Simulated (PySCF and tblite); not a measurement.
The numbers below are computed, except where a source is named.
C₃H₆Cl₂, numbered as in [CH3:1][C@H:2]([Cl:3])[CH2:4][Cl:5]. The ensemble was built from 90 distance-geometry starts (ETKDG and KDG, MMFF94s, GFN2-xTB) and rests on PBE0-D3(BJ)/def2-SVP geometries. Free energies are PBE0-D3(BJ)/def2-TZVP single points with GFN2-xTB rigid-rotor and vibrational terms (modes under about 100 cm⁻¹ blended into free rotors). Symmetry numbers and mirror images are counted. Conformers within 4 kcal/mol (GFN2-xTB free energy) were kept, 5 at most. GIAO shieldings: PBE0/pcSseg-1. Shifts are against TMS (¹H), TMS (¹³C) at the same level; of two unlike H on one atom, a is the less shielded. Codes: tblite and PySCF.

Torsions listed: Cl3–C2–C4–Cl5.

```tsv
conformer	shape	point group	mirror pair	ΔE(DFT)	Δ(G−E) at 220 K	δ H4a (ppm)
1	173°	C1	no	0.00	0.00	3.55
2	-67°	C1	no	1.46	-0.01	3.43
3	65°	C1	no	1.53	-0.09	3.16
```

Energies in kcal/mol; the thermal term leaves out symmetry numbers and mirror images.

Question: Work out the weights at 220 K and the ¹H shift of H4a under fast exchange.

Answer: RT = 0.437 kcal/mol. Each conformer gets RT ln(σ/g), with σ the rotational symmetry number and g = 2 for a mirror pair: 1: σ = 1, g = 1, G = 0.00 + 0.00 + 0.00 = 0.00, 0.00 above the lowest, exp(−ΔG/RT) = 1.000; 2: σ = 1, g = 1, G = 1.46 − 0.01 + 0.00 = 1.45, 1.45 above the lowest, exp(−ΔG/RT) = 0.036; 3: σ = 1, g = 1, G = 1.53 − 0.09 + 0.00 = 1.45, 1.45 above the lowest, exp(−ΔG/RT) = 0.037. The sum is 1.073, so the weights are 93.2, 3.4, 3.4 %. The averaged shift is 3.53 ppm. At 298.15 K it is 3.51 ppm. At 298.15 K the leading conformer alone gives 3.55 ppm and bare DFT energies give 3.52 ppm.
